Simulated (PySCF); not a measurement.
A calculation on rock-salt LiCl returned lattice constant a 5.244 Å, bulk modulus 30.3 GPa.

For reference: lattice constant a 5.07 Å (measured, static lattice: zero-point anharmonic expansion removed, our sources range from 5.056 to 5.072; as tabulated in Mejia-Rodriguez and Trickey (2018), arXiv:1807.09216); bulk modulus 38.7 GPa (measured, 0 K value with the zero-point phonon effect removed, our sources range from 37.3 to 38.7; as tabulated in Mejia-Rodriguez and Trickey (2018), arXiv:1807.09216).

### Question
Which level of theory produced these numbers?
A. PBE (PySCF)
B. Hartree–Fock (PySCF)
C. PBE0 (PySCF)
D. CCSD(T) (PySCF)

### Answer
B, Hartree–Fock (PySCF)

The others give: PBE 5.157 Å, 31.7 GPa; PBE0 5.110 Å, 34.0 GPa; CCSD(T) 5.061 Å, 35.7 GPa.

Unless a cell is named, each level is at its own relaxed cell (CCSD(T) 16.20, Hartree–Fock 18.03, PBE 17.14, PBE0 16.68 Å³/atom).
